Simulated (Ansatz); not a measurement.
This Ansatz (a first-principles code) input (MP2/cc-pCVQZ) gives -535.80669 Eh with 223 basis functions. A basis named .json is the Basis Set Exchange file of that set (core-valence sets with the plain set on hydrogen).

Ansatz 0.2 input:
```yaml
crystal:
  periodic: [false, false, false]
  atoms:
    - {symbol: O, position_ang: [0.02204159, 1.10436371, -0.00118827]}
    - {symbol: H, position_ang: [-0.92327012, 1.31460394, 0.01604549]}
    - {symbol: Cl, position_ang: [0.04393750, -0.59703021, -0.00038467]}
basis:
  gaussian:
    orbitals: cc-pCVQZ.json
magnetization: {spin_polarized: false}
correlation: {method: mp2, frozen_orbitals: {Cl: 1, H: 0, O: 0}}
```

Change:
```diff
- orbitals: cc-pCVQZ.json
+ orbitals: cc-pwCVQZ.json
```

**Question.** What does the run give now?

**Answer.** -535.79573 Eh (MP2/cc-pwCVQZ, 223 functions), a change of +10.96 mEh.
